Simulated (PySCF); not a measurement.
Species: mononitrogen monosulfide, NS (doublet state).
Geometry (PBE0-D3(BJ)/def2-SVP, Å), atoms numbered from 1 in this order:
```
atom  x, y, z in Å
N1     0.753   -0.007   -0.004
S2    -0.748    0.009   -0.024
```

The species is mononitrogen monosulfide (`[N]=S`) [radical].

Method: PySCF 2.14.0, UKS PBE0, IGLO-III on N S, non-relativistic, mean-field spin-orbit, GIAO. Isolated species at its PBE0-D3(BJ)/def2-SVP geometry, gas phase.

Output of the driver script. Atoms in this output count from 0.

```
UKS, coarse grid
  cycle   1  E = -452.67716493  |g| = 1.86e-01
  cycle   2  E = -452.62418199  |g| = 3.72e-01
  cycle   3  E = -452.68917499  |g| = 7.26e-02
  cycle   4  E = -452.69157357  |g| = 1.13e-02
  cycle   5  E = -452.69167595  |g| = 3.29e-03
  cycle   6  E = -452.69170030  |g| = 1.92e-03
  cycle   7  E = -452.69171353  |g| = 9.78e-04
  cycle   8  E = -452.69172051  |g| = 5.91e-04
UKS, final grid
  cycle   1  E = -452.69172401  |g| = 7.21e-04
  cycle   2  E = -452.69172355  |g| = 1.72e-03
  cycle   3  E = -452.69172504  |g| = 2.98e-04
  cycle   4  E = -452.69172592  |g| = 1.23e-04
  cycle   5  E = -452.69172602  |g| = 3.13e-05
  cycle   6  E = -452.69172602  |g| = 1.34e-05
internal stability: stable
E = -452.69172602 Eh   <S^2> = 0.7587 (exact 0.7500)
g shifts (ppm)      1          2          3
  rmc          -233       -233       -233
  gc             55        -12         41
  oz_so     -493748       -563       8803
  total     -493927       -808       8610
hyperfine (MHz)  atom isotope    a_iso     a_fc   dipolar eigenvalues
    0   14N      15.57      15.57    -33.73    -28.06     61.80
    1   33S      -6.30      -6.30    -47.41    -35.43     82.85
```

**Question.** Can this result be taken as it stands? Point to the evidence in the output.

**Answer.** No. The species is linear, yet the g tensor isn't that of a Σ state, which would be axial with no orbital-Zeeman term along the axis. Here the shifts are -493927, -808, 8610 ppm, with orbital-Zeeman/spin–orbit parts of -493748, -563, 8803 ppm. That is what a determinant gives that fills the components of a degenerate π or δ shell unevenly. Such a state carries orbital angular momentum about the axis, which this second-order treatment can't describe.

Hardware: one thread, x86-64 server, shared host. Cost: 3.1 s.
